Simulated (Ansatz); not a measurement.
Frontier orbitals of C$_{2}$H$_{3}$FN$_{2}$, SMILES `N=CN=CF`.

Cartesian coordinates in Å:
```
N -0.296 1.512 1.371
C -0.201 0.833 0.313
N 0.219 -0.509 0.307
C 0.259 -1.165 -0.753
F -0.081 -0.703 -1.960
H -0.026 0.936 2.171
H -0.452 1.298 -0.641
H 0.579 -2.202 -0.807
```

Total charge 0; spin multiplicity 1. Geometry: relaxed with PBE0-D4/def2-TZVP. It is one conformer, not always the lowest. Basis def2-TZVPP, Ansatz.

| functional | HOMO (eV) | LUMO (eV) | gap (eV) |
| --- | --- | --- | --- |
| PBE | -6.66 | -2.72 | 3.94 |
| revPBE | -6.61 | -2.62 | 3.99 |
| PBE0 | -8.27 | -1.69 | 6.58 |
| r2SCAN0 | -8.50 | -1.60 | 6.90 |
| CAM-B3LYP | -9.74 | -0.54 | 9.20 |
| LC-ωPBE | -11.10 | 0.66 | 11.76 |
| ωB97X-V | -10.76 | 0.62 | 11.38 |
| ωB97M-V | -10.68 | 0.56 | 11.24 |
| HF | -11.27 | 2.45 | 13.72 |

A quarter of exact exchange (PBE0) shifts PBE's HOMO by −1.61 eV and its LUMO by +1.03 eV; full exchange at long range (ωB97M-V) shifts them by −4.03 and +3.28 eV. The gap opens from 3.93 to 11.24 eV, since occupied levels lose self-interaction and empty ones feel all the electrons. A positive LUMO is unbound and depends on the basis.

LC-ωPBE has ω = 0.4 bohr⁻¹.
